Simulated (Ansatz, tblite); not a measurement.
Removing an electron: AlH2(SiH3) (AlSiH₅). Charge 0, multiplicity 1. Geometry: r2SCAN-D4/def2-TZVP. Ansatz, gas phase; energy differences of separate SCF runs; the oxidised species was run as a doublet alone.

Cartesian coordinates in Å:
```
Al -0.8821 -0.6345 -0.8982
H -0.3957 -1.0405 -2.3539
H -2.3620 -1.0008 -0.4553
Si 0.6459 0.4965 0.6581
H -0.0649 1.3645 1.6383
H 1.6603 1.3366 -0.0381
H 1.3984 -0.5218 1.4492
```

The xTB rows come from tblite. Correlated methods freeze 10 core orbitals.

```json
{"level": "GFN1-xTB", "−HOMO (eV)": "10.95", "vertical IE (eV)": "13.54", "−LUMO (eV)": "6.77", "HOMO–LUMO gap (eV)": "4.18"}
{"level": "GFN2-xTB", "−HOMO (eV)": "9.72", "vertical IE (eV)": "12.70", "−LUMO (eV)": "6.30", "HOMO–LUMO gap (eV)": "3.42"}
{"level": "HF/def2-TZVPP", "−HOMO (eV)": "–", "vertical IE (eV)": "9.06", "−LUMO (eV)": "–", "HOMO–LUMO gap (eV)": "–"}
{"level": "PBE-D4/def2-TZVP", "−HOMO (eV)": "6.55", "vertical IE (eV)": "9.55", "−LUMO (eV)": "2.88", "HOMO–LUMO gap (eV)": "3.67"}
{"level": "r2SCAN-D4/def2-TZVP", "−HOMO (eV)": "6.80", "vertical IE (eV)": "9.63", "−LUMO (eV)": "2.61", "HOMO–LUMO gap (eV)": "4.19"}
{"level": "PBE0-D4/def2-TZVP", "−HOMO (eV)": "7.62", "vertical IE (eV)": "9.71", "−LUMO (eV)": "2.12", "HOMO–LUMO gap (eV)": "5.51"}
{"level": "MP2/def2-TZVPP", "−HOMO (eV)": "–", "vertical IE (eV)": "9.83", "−LUMO (eV)": "–", "HOMO–LUMO gap (eV)": "–"}
{"level": "CCSD/def2-TZVPP", "−HOMO (eV)": "–", "vertical IE (eV)": "9.83", "−LUMO (eV)": "–", "HOMO–LUMO gap (eV)": "–"}
{"level": "CCSD(T)/def2-TZVPP", "−HOMO (eV)": "–", "vertical IE (eV)": "9.85", "−LUMO (eV)": "–", "HOMO–LUMO gap (eV)": "–"}
```

 Raw xTB energy differences between charge states are shifted by several eV; the methods need an empirical correction for them.
